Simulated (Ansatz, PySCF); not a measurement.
System: CH2Cl2, charge 1, multiplicity 2. 
Geometry from a B3LYP-D3(BJ)/def2-TZVP (Ansatz, a program for electronic structure) optimisation:
```
C
H 1 1.1111
H 1 1.1111 2 103.24
Cl 1 1.7240 2 108.34 3 114.74
Cl 1 1.7240 2 108.34 3 -114.74
```
Charge +1, spin multiplicity 2.

Total electronic energies in hartree. Valence correlation only, unless marked. Open shells are spin-unrestricted. No spin-orbit coupling. Non-relativistic. Basis-set limits of correlation are two-point, X^-3; Hartree-Fock from the larger set. The program attaches cautions to a run behind CCSD(T)/STO-3G: other roots.

The Hartree-Fock reference is unstable (checked in the largest basis), which strains HF and MP2. 

```
level                                               program  energy (Eh)
-------------------------------------------  --------------  -----------
HF-D4/def2-TZVPD                              PySCF + dftd4   -957.67775
RI-HF/cc-pV(Q+d)Z                                    Ansatz   -957.69305
BLYP-D4/def2-TZVPD                           Ansatz + dftd4   -959.34363
M06-L-D4/def2-TZVPD                           PySCF + dftd4   -959.33160
PBE0/STO-3G                                          Ansatz   -948.51009
PBE0-D4/def2-TZVP                            Ansatz + dftd4   -958.99626
r2SCAN0-D4/def2-TZVPD                        Ansatz + dftd4   -959.24329
HSE06-D4/def2-TZVPD                          Ansatz + dftd4   -958.98000
HSE06/def2-TZVPD                                     Ansatz   -958.97781
CAM-B3LYP-D4/def2-TZVPD                      Ansatz + dftd4   -959.34182
RPA@PBE/cc-pV(T+d)Z                                  Ansatz   -958.55932
RI-MP2/cc-pV(Q+d)Z                                   Ansatz   -958.25640
RI-MP2/CBS(aug-cc-pV(T+d)Z,aug-cc-pV(Q+d)Z)          Ansatz    -958.2910
CCSD(T)/STO-3G                                       Ansatz   -947.43505
```

Totals of different functionals don't rank their quality; only differences between species are comparable.
